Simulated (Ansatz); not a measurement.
**Structure relaxation of Li2Cl3**

These are results of DFT PBE, scalar-relativistic, plane waves, PAW (Ansatz 0.2.0), not measurements. Cutoff 420 eV, Γ-centred k mesh, Gaussian smearing, no spin polarisation in the final step.

Li2Cl3 was placed on the tetradymite structure type (R-3m, No. 166), with Li in place of Bi, Cl in place of Te, at a guessed volume.

```
Li Cl
1.0
     1.86030    1.07404    8.62342
    -1.86030    1.07404    8.62342
     0.00000   -2.14809    8.62342
Li Cl
2 3
Direct
  0.40000 0.40000 0.40000
  0.60000 0.60000 0.60000
  0.00000 0.00000 0.00000
  0.20950 0.20950 0.20950
  0.79050 0.79050 0.79050
```

Steps on the 6×6×6 mesh (5 atoms). 8 of 8 steps are shown, and the free energy counts from the last. Trial steps that were taken back and renewals of the plane-wave basis can be among the rows.

```
step  ΔF (meV/atom) V (Å³/atom) P (GPa) largest force component (eV/Å)
   1           58.3        20.68    -1.91                           0.807
   2           13.4        20.16    -1.24                           0.255
   3            4.6        19.43     0.00                           0.062
   4            3.4        19.47     0.10                           0.065
   5            1.5        19.74     0.21                           0.074
   6            0.9        19.67     0.07                           0.075
   7            0.0        19.76     0.21                           0.017
   8            0.0        19.76     0.21                           0.017
```

A final relaxation ran on a 12×12×12 mesh. The relaxed crystal, R-3m (No. 166):

```cif
data_structure
_symmetry_space_group_name_H-M 'R-3m:H'
_symmetry_Int_Tables_number 166
_cell_length_a 3.8118
_cell_length_b 3.8118
_cell_length_c 23.7805
_cell_angle_alpha 90.000
_cell_angle_beta 90.000
_cell_angle_gamma 120.000
_cell_volume 299.24
loop_
_atom_site_label
_atom_site_type_symbol
_atom_site_symmetry_multiplicity
_atom_site_Wyckoff_symbol
_atom_site_fract_x
_atom_site_fract_y
_atom_site_fract_z
_atom_site_occupancy
Li1 Li 6 c 0.66667 0.33333 0.73467 1
Cl1 Cl 3 a 0.00000 0.00000 0.00000 1
Cl2 Cl 6 c 0.33333 0.66667 0.88963 1
```

- Volume per atom: 19.9 Å³
- Density: 2.0 g/cm³
- Energy over the elements: -1.27 eV/atom
- Gap on the 12×12×12 mesh: 0 eV (a metal)

Formation energies are uncorrected and refer to the elements' standard structures at the same level (Cl₂ as a molecule).

The final run used a 12×12×12 mesh on its 5-atom cell and 0.10 eV smearing. For metals, differences of a few meV/atom aren't resolved. No dispersion correction is applied, so the spacing between layers, chains or molecules is poorly fixed, and with it the volume and density.

A structure relaxed within its symmetry needn't be a true minimum.

Cost: 3 runs of about 1.7 core-minutes in all, on Arm Neoverse V2 (shared hosts).